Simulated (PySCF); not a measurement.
Work out the structure from these simulated measurements.

Formula: HO; charge -1.

| Quantity | Value |
| --- | --- |
| NMR, other nuclei | isotropic shieldings of nuclei other than C and H, by class: 348 (1 O) ppm [GIAO KT3/pcSseg-2] |
| Rotational structure | rotational constant B (linear): 554.193 GHz [PBE0-D3(BJ)/def2-SVP] |
| XPS | O1s 527.3 eV [ΔSCF SCAN, pcX-2 on the ionised atom, pcseg-1 elsewhere, spin-free X2C] |
| 1H NMR | chemical shifts (computed TMS as zero) by class: -6.62 (1 H) ppm [GIAO KT3/pcSseg-2] |
| Couplings | largest of the computed one-bond spin–spin couplings (means over like bonds): 17O–1H -49.2 Hz [B3LYP/pcJ-1] |

Electronic properties: PySCF, gas phase, density fitting. Levels stand in brackets. Isolated species at its PBE0-D3(BJ)/def2-SVP geometry, gas phase. The geometry's basis has no diffuse functions, a weakness for an anion. The HOMO energy is positive, so at this level the finite basis confines the outermost electrons. No diffuse functions stand in pcJ-1 and pcSseg-2, which bears on an anion's orbital energies. NMR classes are plain means over equivalent atoms (diastereotopic ones count apart unless rotation or inversion swaps them), as if these changed places fast.

Question: Give a SMILES that accounts for the data.

Answer: The one hydrogen (-6.62 ppm): O–H hydrogen. The other shieldings belong to: 348 ppm, oxygen bonded to H. The couplings run between: -49.2 Hz, oxygen bonded to H and its hydrogen. The core levels belong to: O1s 527.3 eV, oxygen bonded to H. The optimised geometry has point group C∞v and is a linear rotor. Structure: `[OH-]` (hydroxide).
